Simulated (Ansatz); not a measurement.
Born–Oppenheimer molecular dynamics of C4H6S (11 atoms, charge 0, multiplicity 1). It starts at the highest image of a converged band. Of that band: Neighbouring images differ by up to 1.9 eV, so the band resolves the path poorly. A vibrational analysis at the climbing image gives one clearly imaginary mode, 687i cm⁻¹: a first-order saddle point.

Theory: Ansatz 0.2.0, RKS PBE-D4/def2-SVP.

```
ensemble                      : NVE (velocity Verlet)
time step                     : 0.5 fs
steps asked                   : 200
starting velocities drawn for : 300 K
seed                          : 5338
```

First frame:

```xyz
11
Properties=species:S:1:pos:R:3
C -0.616 1.446 1.234
C -0.108 0.279 0.796
S 1.451 -0.527 1.308
C -0.239 -0.814 -0.090
C 0.123 -0.668 -1.524
H -1.545 1.835 0.790
H -0.136 2.014 2.041
H 0.709 -1.717 1.240
H 0.804 0.175 -1.781
H 0.484 -1.612 -1.978
H -0.862 -0.467 -2.013
```

**Question.** What does the run give?

**Answer.** The run went to its last step.

| Item | Value |
| --- | --- |
| steps done | 200 |
| time covered | 100 fs |
| mean temperature over the second half | 1285 K |
| spread of the potential energy over the second half | 43.8 meV per atom |
| mean potential energy of the second half above the start | -104.3 meV per atom |

The conserved energy stayed within 0.97 meV per atom of its start (net change -0.35 meV per atom), so the integration is sound. The kinetic energy rose, since the run started high on the potential surface and went downhill. A run of 0.1 ps of so small a system gives no equilibrium averages. The orbitals stay closed-shell, which can raise the energy where a bond breaks towards radicals; this wasn't checked here.

**Question.** What happens to the structure?

**Answer.** Between its relaxed ends the band would form S3–H8 and break C2–S3, C4–H8. These pairs go: S3–H8 1.40 → 2.51 Å, C2–S3 1.83 → 1.79 Å, C4–H8 1.87 → 1.18 Å. In the last frame they stand as before the step (other bonds may differ from the relaxed reactants and products). These pairs come and go: their bonding changes 12 times, last at 98 of 100 fs, so the outcome isn't settled. It ends as one piece, C4H6S. Pairs count as bonded within 1.25 times the sum of covalent radii (0.12 Å more for H–H). This is one draw of velocities; another would differ in detail.

**Question.** How do temperature and energy run in time?

**Answer.** 
```json
{"time (fs)": "0", "T (K)": "300", "potential energy less start (eV)": "0.000", "conserved less start (meV/atom)": "0.00"}
{"time (fs)": "3", "T (K)": "193", "potential energy less start (eV)": "0.126", "conserved less start (meV/atom)": "0.15"}
{"time (fs)": "6", "T (K)": "241", "potential energy less start (eV)": "0.069", "conserved less start (meV/atom)": "0.08"}
{"time (fs)": "9", "T (K)": "424", "potential energy less start (eV)": "-0.142", "conserved less start (meV/atom)": "0.20"}
{"time (fs)": "12", "T (K)": "1011", "potential energy less start (eV)": "-0.829", "conserved less start (meV/atom)": "-0.17"}
{"time (fs)": "15", "T (K)": "1548", "potential energy less start (eV)": "-1.452", "conserved less start (meV/atom)": "-0.04"}
{"time (fs)": "18", "T (K)": "1613", "potential energy less start (eV)": "-1.529", "conserved less start (meV/atom)": "-0.10"}
{"time (fs)": "21", "T (K)": "979", "potential energy less start (eV)": "-0.789", "conserved less start (meV/atom)": "0.09"}
{"time (fs)": "24", "T (K)": "1101", "potential energy less start (eV)": "-0.930", "conserved less start (meV/atom)": "0.10"}
{"time (fs)": "27", "T (K)": "1663", "potential energy less start (eV)": "-1.594", "conserved less start (meV/atom)": "-0.76"}
{"time (fs)": "30", "T (K)": "1129", "potential energy less start (eV)": "-0.965", "conserved less start (meV/atom)": "-0.06"}
{"time (fs)": "33", "T (K)": "916", "potential energy less start (eV)": "-0.716", "conserved less start (meV/atom)": "0.03"}
{"time (fs)": "36", "T (K)": "787", "potential energy less start (eV)": "-0.564", "conserved less start (meV/atom)": "0.21"}
{"time (fs)": "39", "T (K)": "1646", "potential energy less start (eV)": "-1.568", "conserved less start (meV/atom)": "-0.20"}
{"time (fs)": "42", "T (K)": "2019", "potential energy less start (eV)": "-1.999", "conserved less start (meV/atom)": "0.04"}
{"time (fs)": "45", "T (K)": "1652", "potential energy less start (eV)": "-1.573", "conserved less start (meV/atom)": "-0.06"}
{"time (fs)": "48", "T (K)": "1087", "potential energy less start (eV)": "-0.915", "conserved less start (meV/atom)": "0.11"}
{"time (fs)": "51", "T (K)": "1169", "potential energy less start (eV)": "-1.015", "conserved less start (meV/atom)": "-0.40"}
{"time (fs)": "54", "T (K)": "871", "potential energy less start (eV)": "-0.662", "conserved less start (meV/atom)": "0.29"}
{"time (fs)": "57", "T (K)": "1262", "potential energy less start (eV)": "-1.120", "conserved less start (meV/atom)": "-0.08"}
{"time (fs)": "60", "T (K)": "1244", "potential energy less start (eV)": "-1.097", "conserved less start (meV/atom)": "0.08"}
{"time (fs)": "63", "T (K)": "1900", "potential energy less start (eV)": "-1.863", "conserved less start (meV/atom)": "-0.23"}
{"time (fs)": "66", "T (K)": "1373", "potential energy less start (eV)": "-1.245", "conserved less start (meV/atom)": "0.24"}
{"time (fs)": "69", "T (K)": "1189", "potential energy less start (eV)": "-1.039", "conserved less start (meV/atom)": "-0.44"}
{"time (fs)": "72", "T (K)": "541", "potential energy less start (eV)": "-0.279", "conserved less start (meV/atom)": "0.19"}
{"time (fs)": "75", "T (K)": "859", "potential energy less start (eV)": "-0.649", "conserved less start (meV/atom)": "0.18"}
{"time (fs)": "78", "T (K)": "1825", "potential energy less start (eV)": "-1.779", "conserved less start (meV/atom)": "-0.46"}
{"time (fs)": "81", "T (K)": "2066", "potential energy less start (eV)": "-2.060", "conserved less start (meV/atom)": "-0.54"}
{"time (fs)": "84", "T (K)": "1337", "potential energy less start (eV)": "-1.206", "conserved less start (meV/atom)": "0.05"}
{"time (fs)": "87", "T (K)": "884", "potential energy less start (eV)": "-0.678", "conserved less start (meV/atom)": "0.11"}
{"time (fs)": "90", "T (K)": "805", "potential energy less start (eV)": "-0.590", "conserved less start (meV/atom)": "-0.22"}
{"time (fs)": "93", "T (K)": "1445", "potential energy less start (eV)": "-1.340", "conserved less start (meV/atom)": "-0.76"}
{"time (fs)": "96", "T (K)": "1391", "potential energy less start (eV)": "-1.268", "conserved less start (meV/atom)": "0.11"}
{"time (fs)": "99", "T (K)": "1755", "potential energy less start (eV)": "-1.694", "conserved less start (meV/atom)": "-0.09"}
```

The run took 3.2 min on 2 threads of Intel(R) Xeon(R) 6975P-C (Granite Rapids), with other jobs on the host, peak memory 0.15 GiB.
